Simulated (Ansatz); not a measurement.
One elementary step

Start structure (Si$_{2}$H$_{7}$F, singlet), relaxed at PBE0-D4/def2-TZVP:

```tsv
atom	x (Å)	y (Å)	z (Å)
Si1	-1.2618	-0.0102	0.0376
H2	-1.1050	-1.0696	-1.0117
H3	-2.0818	1.0673	-0.5744
H4	-2.0205	-0.6344	1.1524
Si5	0.8137	0.7976	0.7602
H6	0.5097	-1.5000	-1.5053
F7	1.4228	-1.5916	-1.6350
H8	0.5622	1.8339	1.7977
H9	1.6129	-0.3035	1.3533
H10	1.5478	1.4105	-0.3748
```

The step: Si₂H₆ ([SiH3][SiH3]) + HF → Si₂H₅F ([F][SiH2][SiH3]) + H₂; bonds formed: Si1–F7, H2–H6; bonds broken: Si1–H2, H6–F7. Ansatz 0.2.0; basis: def2-TZVPP and def2-QZVPP; cores frozen in the correlated methods. Extrapolation: Hartree–Fock as exp(−7.88 √X), correlation as X^−2.97. Energies below are by CCSD(T) at an estimated basis limit (MP2 extrapolated from triple and quadruple zeta, plus CCSD(T) − MP2 in triple zeta).

(1) What are the electronic barrier and the energy of the step, from the start structure to the end structure? (An estimate is asked for; the value comes from the calculation.)

No T1 diagnostic of these runs exceeds 0.015.

Answers

(1) Computed: Barrier 1.574 eV; step energy -0.958 eV (downhill); reverse barrier, their difference, 2.532 eV. Barrier and step energy count from the start structure, the reverse barrier from the end structure.

The saddle point: One imaginary mode of 1107i cm⁻¹.
| pair | start (Å) | saddle (Å) | end (Å) |
| --- | --- | --- | --- |
| Si1–F7 | 3.54 | 1.97 | 1.61 |
| H2–H6 | 1.74 | 0.96 | 0.75 |
| Si1–H2 | 1.50 | 1.70 | 3.82 |
| H6–F7 | 0.93 | 1.23 | 2.72 |

Zero-point energy (harmonic, PBE0-D4): ZPE is 1.634 eV at the start and 1.586 eV at the saddle, so the barrier goes from 1.574 to 1.526 eV.

Labels in which every atom is bracketed show which atoms are joined, not bond orders.

For scale, one of the runs: CCSD(T)/def2-TZVPP, 213 basis functions (an equivalent command: `ansatz run in.yaml --threads 4`). The run took 78 s on 4 CPU threads (shared host), with 2.9 GiB of host memory at its peak.
